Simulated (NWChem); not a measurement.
**UB3LYP/cc-pVDZ run of NH (imidogen)**

Aim: the vertical ionisation energy of NH (imidogen) at UB3LYP/cc-pVDZ, from 2 runs. 

Program for the calculation: NWChem 7.3.0.

8 further runs of the same task are left out: 8 set aside as unsound or not needed.

### Step 1. Starting point

NH has 2 atoms, charge 0, and is taken as a triplet. SMILES: `[NH]`. Geometry: the measured bond length.

Bond lengths: N1–H2 1.036 Å.

### Step 2. A single-point energy at UB3LYP/cc-pVDZ

hn.nw reads:

```
echo
start hn
title "HN"
memory stack 880 mb heap 220 mb global 1100 mb
charge 0

geometry units au noautosym nocenter noautoz
  N      0.00000000     0.00000000     0.00000000
  H      0.00000000     0.00000000     1.95815311
end

basis spherical bse
  N library cc-pVDZ
  H library cc-pVDZ
end

dft
  xc b3lyp
  mult 3
  grid coarse
  convergence energy 1e-08
  maxiter 100
  mulliken
  print low
end

task dft energy
```

Launch:

```
$ nwchem hn.nw > hn.out
```

Output:

```text
[...]
 d= 0,ls=0.0,diis     1    -55.2019236302 -5.88D+01  1.22D-02  5.80D-02     0.2
[...]
 d= 0,ls=0.0,diis     8    -55.2230847900 -1.05D-09  1.20D-06  1.93D-10     0.5
[...]
         Total DFT energy =      -55.223084789967
      One electron energy =      -81.712260647465
           Coulomb energy =       30.120214207685
    Exchange-Corr. energy =       -7.205835420064
 Nuclear repulsion energy =        3.574797069878
[...]
      Total Density - Mulliken Population Analysis
     ---------------------------------------------
    Atom       Charge   Shell Charges
 -----------   ------   -------------------------------------------------------
    1 N    7     7.11   2.01  0.87  0.98  2.03  1.22  0.01
    2 H    1     0.89   0.73  0.11  0.05
[...]
      <S2> =      2.0048 (Exact =     2.0000)
[...]
```

Run time: 1.2 s. Hardware: 1 thread of Intel Xeon Platinum 8375C at 2.90GHz (Ice Lake), shared host; peak memory 0.1 GiB.

### Step 3. The doublet cation, same level

run.nw reads:

```
start run
memory 2200 mb
charge 1

geometry noautosym nocenter noautoz
   N      0.000000     0.000000     0.000000
   H      0.000000     0.000000     1.036210
end

basis spherical bse
   * library cc-pVDZ
end

dft
   xc b3lyp
   mult 2
   grid coarse
   convergence energy 1e-08
   maxiter 100
   mulliken
   noprint "final vectors analysis"
end

task dft energy
```

Launch:

```
$ nwchem run.nw > run.out
```

Output:

```text
[...]
          Wavefunction type:  spin polarized.
          No. of atoms     :     2
          No. of electrons :     7
[...]
          Charge           :     1
          Spin multiplicity:     2
[...]
          AO basis - number of functions:    19
[...]
              XC Information
              --------------
                         B3LYP Method XC Potential
                     Hartree-Fock (Exact) Exchange  0.200
                        Slater Exchange Functional  0.800 local
                    Becke 1988 Exchange Functional  0.720 non-local
              Lee-Yang-Parr Correlation Functional  0.810
                  VWN I RPA Correlation Functional  0.190 local
[...]
 d= 0,ls=0.0,diis     1    -54.7035970065 -5.83D+01  1.13D-02  6.33D-02     0.2
[...]
 d= 0,ls=0.0,diis     8    -54.7266273384 -5.70D-11  3.59D-07  2.40D-12     0.6
[...]
         Total DFT energy =      -54.726627338408
      One electron energy =      -77.631095694510
           Coulomb energy =       26.122506679722
    Exchange-Corr. energy =       -6.792835655239
 Nuclear repulsion energy =        3.574797331620
[...]
      Total Density - Mulliken Population Analysis
     ---------------------------------------------
    Atom       Charge   Shell Charges
 -----------   ------   -------------------------------------------------------
    1 N    7     6.30   2.01  1.01  0.87  1.74  0.66  0.01
    2 H    1     0.70   0.65  0.00  0.05
[...]
      <S2> =      0.7520 (Exact =     0.7500)
[...]
```

Run time: 1.2 s. Hardware: 1 thread of Intel Xeon Platinum 8375C at 2.90GHz (Ice Lake), shared host; peak memory 0.1 GiB.

### Step 4. Summary of results

At UB3LYP/cc-pVDZ:

| quantity | value |
| --- | --- |
| triplet NH: total energy | -55.22308 Eh |
| triplet NH: ⟨S²⟩ | 2.005 |
| doublet cation: total energy | -54.72663 Eh |
| doublet cation: ⟨S²⟩ | 0.752 |
| vertical ionisation energy (to the doublet cation) | 13.509 eV |

**Reading.** Removing an electron at fixed nuclei costs 13.51 eV (1303 kJ/mol).
